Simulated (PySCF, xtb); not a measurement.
**Isomers of CH4NSi+ in order of energy**

8 gas-phase structures of CH4NSi+, found in a search over its isomers (lower ones may exist). Each was relaxed with GFN2-xTB:

A. `C1[NH2+][Si]1`, a singlet
B. `C=[NH+][SiH]`, a singlet
C. `C#[N+][SiH3]`, a singlet
D. `C=[N+]=[SiH2]`, a singlet
E. `C[NH+]=[Si]`, a singlet
F. `C[N+]#[SiH]`, a singlet
G. `C=[Si]=[NH2+]`, a singlet
H. `C[Si]#[NH+]`, a singlet

**Question.** Make a reasoned guess at their ranking by r2SCAN-D4/def2-SVP single-point energy.

**Answer.** Calculated order at r2SCAN-D4/def2-SVP: E (0.0), C (5.6), D (8.8), A (10.1), B (24.6), H (25.4), G (32.5), F (46.9) kcal/mol. Less than 1 kcal/mol parts B and H, so the order within that pair means little.

Energies above the lowest of each column, in kcal/mol; the last columns are at PBE0-D3(BJ)/def2-SVP geometries and were run for some of them only (a dash: not run or not comparable):

```csv
structure,GFN2-xTB,HF/STO-3G,r2SCAN-D4/def2-SVP,PBE0-D3(BJ)/def2-SVP,CCSD(T)/def2-TZVP
E,0.0,0.0,0.0,0.0,0.0
C,18.4,17.9,5.6,8.2,0.6
D,2.5,44.7,8.8,12.2,–
A,26.6,11.6,10.1,8.3,12.9
B,28.4,36.2,24.6,–,–
H,3.2,73.1,25.4,–,–
G,23.0,89.8,32.5,–,–
F,8.1,87.4,46.9,–,–
```

Every level run on E puts it lowest or level with the lowest. Flexible structures stand in one conformer each, not always the lowest. Frequencies (GFN2-xTB) were run for A, C, E alone.

Over these structures GFN2-xTB departs from r2SCAN-D4/def2-SVP by 13.7 kcal/mol on average once a common shift is removed. A GFN2-xTB relaxation took about 0.064 s and the r2SCAN-D4/def2-SVP energy about 5 s on a shared host (PySCF 2.14.0, xtb 6.7.1).
